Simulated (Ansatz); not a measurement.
Input file:

```yaml
crystal:
  periodic: [false, false, false]
  atoms:
    - {symbol: B, position_ang: [0.000000, 0.000000, 0.000000]}
    - {symbol: B, position_ang: [0.000000, 0.000000, 2.129000]}
basis:
  gaussian: {orbitals: cc-pVDZ}
magnetization: {spin_polarized: false, initial_magnetization: 2}
correlation: {method: ccsd_t, electrons: outside_noble_gas}
output: {forces: true}
```

```sh
$ ansatz run in.yaml --threads 1 --pin off --events-out ev --progress --plain --max-ram 2393MiB
```

Log:

```
268 factors; integrals over basis functions are off by at most 1.5e-3 eV
mean field evaluation 1: about -1335.3497 eV, gradient 4.7e0 eV
mean field evaluation 2: about -1335.3504 eV, gradient 4.7e0 eV
mean field evaluation 4: about -1335.6444 eV, gradient 5.4e-1 eV
mean field evaluation 8: about -1335.6472 eV, gradient 6.4e-5 eV
mean field evaluation 16: about -1335.6641 eV, gradient 3.8e-2 eV
mean field evaluation 32: about -1335.6459 eV, gradient 5.2e-2 eV
mean field evaluation 64: about -1334.8206 eV, gradient 6.9e-1 eV
mean field evaluation 96: about -1335.1452 eV, gradient 5.5e0 eV
mean field evaluation 128: about -1335.6599 eV, gradient 2.1e-1 eV
mean field evaluation 160: about -1334.7199 eV, gradient 1.9e-4 eV
...
mean field evaluation 576: about -1331.8187 eV, gradient 1.5e0 eV
mean field evaluation 608: about -1332.2757 eV, gradient 4.3e-2 eV
mean field -1335.66418542 eV, -49.0847534686 hartree, gradient 2.3e-6 eV, S^2 2.000000; 21 other end points of the search recorded, 0 dependent functions left out
mean field evaluation 640: about -1335.8630 eV, gradient 3.0e-1 eV
mean field evaluation 672: about -1335.9178 eV, gradient 1.4e-1 eV
mean field evaluation 704: about -1330.7424 eV, gradient 5.9e0 eV
mean field evaluation 736: about -1335.8662 eV, gradient 1.2e-2 eV
determinant -1335.66418542 eV, -49.0847534686 hartree, with singles and doubles -1339.68661731 eV, -49.2325751139 hartree
determinant -1335.64719376 eV, -49.0841290366 hartree, with singles and doubles -1339.71625449 eV, -49.2336642604 hartree
determinant -1334.95003038 eV, -49.0585087549 hartree, with singles and doubles -1339.21966528 eV, -49.2154149434 hartree
determinant -1334.71987302 eV, -49.0500506278 hartree, with singles and doubles -1339.22095458 eV, -49.2154623243 hartree
determinant -1333.97907369 eV, -49.0228267548 hartree, with singles and doubles -1337.71987830 eV, -49.1602987884 hartree
determinant -1332.72566167 eV, -48.9767647126 hartree, with singles and doubles -1337.33761632 eV, -49.1462509199 hartree
determinant -1332.27364515 eV, -48.9601534116 hartree, with singles and doubles -1336.60488273 eV, -49.1193234569 hartree
determinant -1335.66418542 eV, -49.0847534686 hartree, with singles and doubles -1339.68794471 eV, -49.2326238952 hartree
determinant -1335.64719376 eV, -49.0841290366 hartree, with singles and doubles -1339.71543467 eV, -49.2336341323 hartree
determinant -1334.95003038 eV, -49.0585087549 hartree, with singles and doubles -1339.22399516 eV, -49.2155740634 hartree
determinant -1334.71987302 eV, -49.0500506278 hartree, with singles and doubles -1339.22015108 eV, -49.2154327962 hartree
2 core orbitals not correlated: weight in the atoms' cores, before any rotation towards them, 1.000 or more for the frozen orbitals, at most 0.000 for the correlated occupied ones
reference -1335.64719376 eV, -49.0841290366 hartree; 4, 2 occupied and 22, 24 virtual orbitals, 268 factors
second order -2.90908706 eV of doubles, -0.10352141 eV of singles
cycle   1  -4.06823930 eV  change    1.6e-6 eV  update   2.0e-6
cycle   2  -4.06823604 eV  change    3.3e-6 eV  update   1.3e-6
cycle   3  -4.06823640 eV  change   -3.7e-7 eV  update   3.7e-7
perturbative correction -0.19919957 eV, -0.0073204491 hartree
the calculation of the forces begins
mean field evaluation 768: about -1335.6459 eV, gradient 2.0e-2 eV
Total energy: -1339.91462974 eV, -49.2409544160 hartree
Atom 0 at     0.000000     0.000000     0.000000 Å, force     0.000000    -0.000000     1.991859 eV/Å
Atom 1 at     0.000000     0.000000     2.129000 Å, force     0.000000     0.000000    -1.991859 eV/Å
Dipole moment:     0.000000    -0.000000     0.000000 e Å
```

Forces (eV/Å):
```
B    0.000  0.000  1.992
B    0.000  0.000 -1.992
```

For the same geometry and basis full CI lies 79.4 meV lower.

Ran on 1 thread of Arm Neoverse V1, shared host: 2.1 s wall, 0.09 GiB peak host memory.
